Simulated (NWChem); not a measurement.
**Correlation energy of C$_{2}$H$_{3}$O**

SMILES: C[C]=O
```xyz
6

C     -0.0762    -1.1694     0.0000
C      0.4250     0.2536     0.0000
O     -0.1959     1.2600     0.0000
H      0.3268    -1.6873     0.8843
H      0.3268    -1.6873    -0.8843
H     -1.1790    -1.2110     0.0000
```
Charge 0, spin multiplicity 2.

Everything below was run with NWChem. The geometry was optimised at UB3LYP/def2-SVP, a minimum by its harmonic frequencies.

Basis set: 6-311G**. Each correlation energy counts from its own Hartree-Fock reference.

The correlated methods keep 3 core orbitals frozen. The Pople sets run with spherical d functions. The structure started from a generated list of species. The unpaired electrons of the parent sit in orbitals of symmetry a' (Cs labels of the run); other states weren't searched. The stability of the SCF solutions was not checked. Open-shell Hartree-Fock references start from PBE0 orbitals. Coupled-cluster values serve here as a point of comparison, not as the truth.

### Question
For the correlation energy, UMP2 gives -461.7 mHa and SCS-UMP2 gives -452.4 mHa. What do CCSD on ROHF, CCSD[T] on ROHF, CCSD(T) on ROHF give?

### Answer
CCSD on ROHF: -487.9 mHa; CCSD[T] on ROHF: -509.3 mHa; CCSD(T) on ROHF: -507.1 mHa.
